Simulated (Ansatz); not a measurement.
# The cluster Si₂H₄: structure and electronic state

What does the cluster Si₂H₄ look like as a singlet, and where do its frontier electrons sit?

Method: RKS PBE0-D4/def2-TZVP; program: Ansatz 0.2.0, Gaussian basis.

Levels to be run: relaxation at PBE-D4/def2-TZVP; a single point at PBE0-D4/def2-TZVP.

## Step 1: Where the work starts

6 atoms, charge 0, spin multiplicity 1.

Atoms are counted from 1 here; the program's logs count them from 0.

Bond lengths: Si1–Si2 2.249 Å, Si1–H4 1.479 Å, Si1–H6 1.478 Å, Si2–H3 1.478 Å, Si2–H5 1.476 Å. Angles: Si2–Si1–H4 109.0°, Si2–Si1–H6 108.9°, H4–Si1–H6 96.8°, Si1–Si2–H3 110.9°, Si1–Si2–H5 111.0°, H3–Si2–H5 96.8°.

Coordinates:

| atom | x (Å) | y (Å) | z (Å) |
| --- | --- | --- | --- |
| Si1 | -0.1141 | -0.4905 | -1.0229 |
| Si2 | 0.0974 | 0.4648 | 1.0016 |
| H3 | 0.5817 | -0.5136 | 1.9972 |
| H4 | -0.5716 | 0.5296 | -1.9905 |
| H5 | -1.2242 | 0.7009 | 1.6160 |
| H6 | 1.2308 | -0.6911 | -1.6015 |

The start is a GFN1-xTB geometry.

## Step 2: Optimising with PBE-D4/def2-TZVP

Input file in.yaml:

```yaml
crystal:
  periodic: [false, false, false]
  atoms:
    - {symbol: Si, position_ang: [-0.114140, -0.490550, -1.022870]}
    - {symbol: Si, position_ang: [0.097410, 0.464850, 1.001580]}
    - {symbol: H, position_ang: [0.581680, -0.513620, 1.997240]}
    - {symbol: H, position_ang: [-0.571630, 0.529570, -1.990480]}
    - {symbol: H, position_ang: [-1.224180, 0.700890, 1.615990]}
    - {symbol: H, position_ang: [1.230850, -0.691130, -1.601460]}
basis:
  gaussian: {orbitals: def2-TZVP}
hamiltonian: {xc: pbe, dispersion: d4}
scf: {omitted_lower_state_checks: [starts]}
output: {orbitals: {seedname: orbitals}}
relax: {f_tol: 0.02, max_steps: 100}
```

On the command line:

```bash
$ ansatz run in.yaml --threads 4 --pin off --events-out ev --progress --plain --max-ram 3916MiB
```

After this run come: Single point, PBE0-D4/def2-TZVP.

Q: Predict the results of all the runs planned. Wanted: point group; Si–Si bond; HOMO, LUMO at PBE0-D4/def2-TZVP; dipole at PBE-D4/def2-TZVP.

The runs gave:

```
                       quantity            value
                    point group              C2h
                     Si–Si bond          2.174 Å
HOMO, LUMO at PBE0-D4/def2-TZVP  -6.16, -2.25 eV
     dipole at PBE-D4/def2-TZVP           0.00 D
```

What this shows: The molecule keeps its bonding pattern by the stored test; the atoms moved 0.18 Å (rms), and the angle H3–Si2–H5 went from 97° to 112°. No usable vibrations, so a minimum isn't proven. The HOMO lies nearest to Si1, Si2 about 39 % each and the LUMO to Si1, Si2 about 32 % each; 4 H atoms about 9 % each. Whether this spin is the lowest isn't tested here.
